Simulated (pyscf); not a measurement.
Optimised with ωB97X-D3(BJ)/def2-SVP in PySCF.

Question: For the elementary gas-phase step vinyl (•HC=CH₂) + hydrogen fluoride (HF) -> H₂C=CH–F + H atom (H•) (doublet surface; F–H broken, C–F formed), what barrier and reaction energy does PBE0-D3(BJ)/def2-TZVP give, measured from the separated reactants?

Answer: ΔE‡ = 1.92 eV, ΔE = +0.39 eV. CCSD(T)/def2-TZVPP + ΔMP2(QZVPP) gives 2.29 eV and +0.60 eV. Zero-point energy shifts the barrier by -0.08 eV. It is an atom transfer, with an imaginary mode of 1993i cm⁻¹. This is the saddle that the search found; another between the same sides may lie lower. The angle at the transferred F is 180°. The CCSD(T) − MP2 part came from Ansatz, without density fitting, on the same reference. A UHF reference is spin-contaminated (<S²> up to 1.00), which harms MP2 most.
